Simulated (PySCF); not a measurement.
Point-charge models of N-methyl propargyl amine, `C(C#C)NC` against its computed dipole.

Coordinates (GFN2-xTB, Å) and charges (e) from the PBE0/pcSseg-1 density (PySCF):

| atom | x | y | z | Mulliken | IAO | Hirshfeld | ESP-fitted |
| --- | --- | --- | --- | --- | --- | --- | --- |
| C1 | 2.117 | 1.042 | -0.492 | -0.3321 | -0.2558 | -0.1249 | -0.4288 |
| C2 | 1.396 | 0.089 | -0.413 | +0.0808 | -0.0508 | -0.0468 | -0.0174 |
| C3 | 0.446 | -0.999 | -0.218 | +0.0155 | -0.1675 | -0.0112 | +0.0047 |
| N4 | -0.644 | -0.678 | 0.693 | -0.4890 | -0.3999 | -0.1651 | -0.6851 |
| C5 | -1.520 | 0.365 | 0.199 | -0.1245 | -0.3082 | -0.0756 | -0.1059 |
| H6 | 2.776 | 1.851 | -0.594 | +0.0484 | +0.1995 | +0.0889 | +0.2995 |
| H7 | 0.008 | -1.274 | -1.184 | +0.1463 | +0.1636 | +0.0563 | +0.1487 |
| H8 | 0.976 | -1.869 | 0.184 | +0.1523 | +0.1696 | +0.0571 | +0.1098 |
| H9 | -0.261 | -0.405 | 1.594 | +0.1752 | +0.2432 | +0.1096 | +0.4006 |
| H10 | -2.301 | 0.544 | 0.937 | +0.1161 | +0.1489 | +0.0462 | +0.0846 |
| H11 | -1.005 | 1.314 | -0.008 | +0.1030 | +0.1165 | +0.0232 | +0.0749 |
| H12 | -1.987 | 0.019 | -0.724 | +0.1081 | +0.1409 | +0.0420 | +0.1143 |

Q: Compute μ = Σ q r for each scheme (1 e·Å = 4.803 D) and compare with the dipole of the full density.

A: The full density gives (0.08, 0.61, 0.19) D, 0.65 D in size; dipole vectors point from the negative to the positive end.

```tsv
scheme	μx	μy	μz	size (D)	share of the full size (%)	angle to the full dipole (°)
Mulliken	-2.05	-1.54	-0.49	2.61	404	136
IAO	-0.21	0.18	-0.06	0.28	43	63
Hirshfeld	-0.25	-0.19	0.15	0.35	55	119
ESP-fitted	0.05	0.56	0.11	0.58	89	7
```

Q: Which set comes closest?

A: Length of the difference vector: ESP-fitted 0.10 D, IAO 0.58 D, Hirshfeld 0.87 D, Mulliken 3.10 D. Closest: ESP-fitted. The schemes that divide the density aren't constrained to reproduce the dipole.

Q: What is left for the Hirshfeld atoms' own dipoles?

A: The Hirshfeld atoms' densities add up to the full density, so μ = Σ q r + Σ (atomic dipoles). The atomic dipoles sum to (0.08, 0.61, 0.19) − (-0.25, -0.19, 0.15) = (0.33, 0.80, 0.04) D, 0.87 D in size.

Q: With the origin at the mean of the coordinates, (0.000, 0.000, -0.002) Å, which are the largest single terms, by size, of the Mulliken dipole along the direction of the full one?

A: C1 -1.80, N4 +1.24, H8 -1.17, H7 -1.09, H11 +0.55 D; all 12 atoms together -1.87 D. The single terms depend on the origin, their sum doesn't.

Q: Give the size of the full dipole in other units.

A: 0.65 D = 0.254 au = 0.134 e·Å = 2.15 × 10⁻³⁰ C·m.

One conformer (not necessarily the lowest) at the GFN2-xTB geometry, without solvent, vibrations or thermal averaging.

These values come from a run that also computed NMR shieldings. On x86-64 server, one thread, no GPU, on a shared host, this took 8.3 s wall.

Shape of the structure used: `[CH:1]#[C:2][CH2:3][NH:4][CH3:5]`: C2–C3–N4–C5 65°.
